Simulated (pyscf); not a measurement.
**Four-centre exchange: `[F][Ti]([F])([F])[F]` + `[SiH4]` → `[FH]` + `[F][Ti]([F])([F])[SiH3]`**

Gas phase, singlet surface, charge 0. Bonds broken: F1–Ti2, Si6–H7. Bonds formed: F1–H7, Ti2–Si6. Optimised with ωB97X-D3(BJ)/def2-SVP in PySCF.

Transition state (Å):

```xyz
10

F      0.2862    -1.1982     0.8325
Ti    -1.6741    -0.7377     0.6047
F     -2.0246    -2.2349    -0.1719
F     -2.9199     0.3140    -0.0148
F     -1.9288    -0.6507     2.3075
Si    -0.3907     1.2427    -0.7549
H      0.1756    -0.2639     0.2127
H     -1.0773     1.0620    -2.0619
H     -0.9372     2.4028    -0.0009
H      1.0702     1.4523    -0.9908
```

One imaginary mode, 903i cm⁻¹; descent along it reached the two sides named, in the forms told below.

```tsv
bond	change	reactant side (Å)	saddle	product side
F1–Ti2	breaks	1.727	2.026	2.317
Si6–H7	breaks	1.490	1.878	2.501
F1–H7	forms	2.7	1.127	0.941
Ti2–Si6	forms	4.2	2.7	2.568
```

Electronic energies relative to the separated reactants (kJ/mol):

| level | barrier | reaction energy | reverse barrier |
|---|---|---|---|
| ωB97X-D3(BJ)/def2-TZVP | 198.7 | +177.3 | 21.3 |
| PBE/def2-TZVP | 187.4 | +193.8 | -6.4 |
| r²SCAN/def2-TZVP | 195.6 | +206.3 | -10.7 |
| B3LYP-D3(BJ)/def2-TZVP | 209.1 | +192.4 | 16.7 |
| PBE0-D3(BJ)/def2-TZVP | 194.4 | +183.6 | 10.8 |
| M06-2X/def2-TZVP | 207.2 | +179.2 | 28.1 |
| ωB97M-D3(BJ)/def2-TZVP | 217.9 | +192.1 | 25.8 |

With ωB97M-D3(BJ)/def2-TZVP energies and thermal terms (ideal gas, 1 atm, RRHO with modes under 100 cm⁻¹ raised to 100, one conformer, R ln 2 for chiral ones without a mode under 150 cm⁻¹), in kJ/mol:

| T (K) | ΔH‡ | ΔG‡ | ΔH | ΔG |
|---|---|---|---|---|
| 298 | 214.1 | 251.1 | +195.8 | +186.7 |
| 600 | 217.6 | 287.2 | +200.1 | +175.7 |
| 900 | 221.2 | 321.2 | +202.4 | +162.9 |
| 1200 | 224.4 | 354.1 | +203.7 | +149.5 |

On the product side the descent ends in an adduct with a F–Ti contact, 23.0 kJ/mol under the separated species and 44.4 kJ/mol under the saddle at ωB97X-D3(BJ)/def2-TZVP. At PBE, r²SCAN the saddle lies under the separated products, which points to a path from their complex (located at ωB97X-D3(BJ) alone), and parting the products costs more than the saddle. What is counted as broken (F–Ti) persists as a longer contact in the product adduct; parting that adduct is a step of its own. At the saddle there is also a short H–Ti contact that neither side keeps. The same reactants have a lower exit, to F–SiH₃ + F–TiH(F)–F (barrier +105.9 kJ/mol at ωB97M-D3(BJ)/def2-TZVP, against +217.9 kJ/mol here). This is the saddle that the search found; another between the same sides may lie lower.
